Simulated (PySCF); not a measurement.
Gas-phase reaction: Si2H6 + SiF4 → 2 SiHF2 + SiH4

Computed with PySCF and rigid-rotor harmonic-oscillator thermochemistry at 1 bar. † marks an energy on the PBE0/def2-TZVP geometry and frequencies; other levels use their own. MP2 and CCSD(T) freeze the core. 6-31G* has spherical d functions here. Open shells (unrestricted): SiHF2 (multiplicity 2); the rest are closed-shell singlets. B3LYP is the form with VWN-RPA correlation. SiHF2: computed as isolated molecules; such fragments, hydroxides, amides, oligomers or adducts are transient or little studied in the gas. MP2 isn't extrapolated to the basis-set limit; its ΔH°(298 K) is 375.8 kJ in def2-SVP and 382.4 kJ in def2-TZVPP. CCSD(T) isn't extrapolated to the basis-set limit; its ΔH°(298 K) is 379.5 kJ in def2-SVP and 390.8 kJ in def2-TZVPP. The harmonic model lacks anharmonicity and excited electronic states, which grow with temperature; levels with a mode under 35 cm⁻¹ are left out. Internal rotation in Si2H6 is treated as a harmonic vibration of one conformer, which makes the entropy rough.

| level | ΔE electronic, kJ | ΔH°(298 K), kJ | ΔS°(298 K), J/K | ΔG°(1600 K), kJ |
|---|---|---|---|---|
| B3LYP/6-31G* | 379 | 371 | 191 | 84 |
| B3LYP/def2-TZVP† | 358 | 350 | 191 | 64 |
| BLYP/def2-TZVP† | 336 | 328 | 191 | 42 |
| CCSD(T)/def2-SVP† | 387 | 380 | 191 | 93 |
| HF/6-31G* | 333 | 327 | 193 | 36 |
| HF/def2-TZVP† | 312 | 304 | 191 | 17 |
| MP2/def2-SVP† | 384 | 376 | 191 | 89 |
| MP2/def2-TZVPP† | 390 | 382 | 191 | 96 |
| PBE/def2-SVP | 367 | 359 | 190 | 75 |
| PBE0/def2-QZVP† | 375 | 367 | 191 | 81 |
| r2SCAN/def2-TZVP† | 373 | 365 | 191 | 78 |
ΔH° is lowest at HF/def2-TZVP† and highest at MP2/def2-TZVPP†. No reference value is set beside these.
